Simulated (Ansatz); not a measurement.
We consider rock-salt BaTe, described by B3LYP (VWN-RPA form) in Ansatz (PAW).

Settings: plane-wave cutoff 460 eV, 6×6×6 k mesh, Fermi–Dirac smearing 0.01 eV, scalar-relativistic PAW data made under PBE.

Properties against volume:

```csv
V (Å³/atom),P (GPa),direct gap at Γ (eV),smallest gap on the k mesh (eV)
43.553,1.58,4.211,2.823
44.699,0.73,4.095,2.869
45.335,0.31,4.033,2.892
45.845,0.00,3.985,2.910
46.991,-0.65,3.880,2.947
48.137,-1.21,3.781,2.979
```

The fundamental gap (2.91 eV at the equilibrium volume, on the SCF mesh) lies elsewhere than Γ–Γ.

Spin–orbit coupling is not included; with these elements it can move the gap by several tenths of an eV or more.

Ansatz is an electronic-structure program.
